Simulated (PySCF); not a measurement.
## Electronic absorption of C3H8O2S

Compound: C₃H₈O₂S.
SMILES: `CCS(C)(=O)=O`

Method used: TDDFT CAM-B3LYP/def2-SVPD, vertical, gas phase, core orbitals frozen in the response (PySCF 2.14.0, density-fitted response routines). Isolated species at its GFN2-xTB geometry (one conformer only). Torsions of this conformer, `[CH3:1][CH2:2][S:3]([CH3:4])(=[O:5])=[O:6]`: C1–C2–S3–C4 -65°.

Q: What does the calculation give for the low-lying excited states?

A: 

| state | E (eV) | λ (nm) | f | main configurations (H = HOMO, L = LUMO) |
| --- | --- | --- | --- | --- |
| S1 | 7.73 | 160.4 | 0.024 | H→L (84%) |
| S2 | 8.14 | 152.4 | 0.060 | H→L+4 (48%), H→L+2 (13%), H→L+1 (13%) |
| S3 | 8.22 | 150.8 | 0.014 | H-1→L (76%), H-1→L+4 (9%) |
| S4 | 8.58 | 144.6 | 0.0007 | H→L+2 (40%), H-2→L (29%), H→L+4 (13%) |
| S5 | 8.63 | 143.6 | 0.017 | H→L+1 (46%), H-1→L+4 (16%), H→L+2 (9%) |
| S6 | 8.66 | 143.2 | 0.012 | H-1→L+4 (29%), H→L+1 (20%), H-1→L+2 (12%) |
| S7 | 8.81 | 140.7 | 0.099 | H→L+3 (87%) |
| S8 | 8.96 | 138.4 | 0.0045 | H-2→L+4 (23%), H→L+2 (10%), H-2→L (8%) |

Triplets (Tamm–Dancoff): T1 7.54 eV, H→L+4 (55%), H→L+2 (13%); T2 7.60 eV, H→L (87%); T3 7.99 eV, H-1→L (43%), H-1→L+4 (28%).

The lowest singlet comes at 160 nm (746 kJ/mol) in the vacuum ultraviolet; it is weak; its leading configuration is HOMO→LUMO (84%). The most intense listed level is S7 at 8.81 eV (141 nm, f = 0.099), 1.08 eV above S1. Löwdin shares by element: HOMO oxygen 52%, carbon 13% or more, sulfur 13% (atoms not listed hold the other 22%); LUMO sulfur 23%, carbon 21% or more, hydrogen 10% or more (atoms not listed hold the other 45%). The oscillator strengths of these states sum to 0.232; summed over the whole spectrum of an exact calculation they would give the number of electrons, 58 (Thomas–Reiche–Kuhn). The listed states span 1.23 eV, and the widest gap between neighbours is 0.41 eV (S1 to S2). Of the 8 states listed, 6 reach f = 0.01 and none stays under 0.0005. Only the lowest 8 singlets were computed, as vertical energies without vibronic structure.
